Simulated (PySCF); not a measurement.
# Multinuclear NMR of C₄H₁₀N₂

Atom-mapped SMILES (the numbers label the heavy atoms): `[CH3:1][NH:2][N:3]=[C:4]([CH3:5])[CH3:6]` (H(Xn): hydrogen on atom n).

PySCF 2.14 calculation with shieldings: GIAO PBE0/pcSseg-1, GFN2-xTB geometry and spin–spin couplings from B3LYP/pcJ-1 (spin–dipole term only in couplings to heteroatoms); one conformer, fast rotation and ring inversion assumed for equivalent nuclei, no solvent model, no relativistic terms.

Question: Where does 15N resonate?

Answer: 
```csv
atoms,environment,σ (ppm),δ (ppm)
N3,imine nitrogen,-107.3,-49.2
N2,nitrogen bonded to O or N,144.0,-280.7
```

Shieldings were converted by a linear fit to measured shifts: 15N: δ = -148.07 − 0.921σ (rms 6.3 ppm, 71 shifts vs CH3NO2, solution or neat liquid). A few per cent of atoms miss by over 2 rms, more outside the fitted compound classes. Couplings are scaled by factors fitted to measured values: 2J(H,H) × 0.95 (rms 1.3 Hz); all others are unscaled and can be 10–30 % off.

Couplings (the largest are listed; each averaged over equivalent pairs): 1J(C1,N2) = -13.5 Hz, 1J(N2,N3) = -13.4 Hz, 1J(N3,C4) = -10.5 Hz, 2J(N3,C6) = -14.9 Hz, 2J(C1,N3) = -8.2 Hz, 2J(N3,C5) = 2.7 Hz, 3J(N2,C5) = -3.8 Hz, 3J(N3,H(C6)) = -3.7 Hz, 3J(N2,C6) = -3.7 Hz, 3J(N3,H(C1)) = -3.2 Hz, 3J(N3,H(C5)) = -1.7 Hz. Signs are for 15N, whose magnetogyric ratio is negative.

On a 600 MHz spectrometer 15N resonates near 60.8 MHz, so 1 ppm is 60.8 Hz.
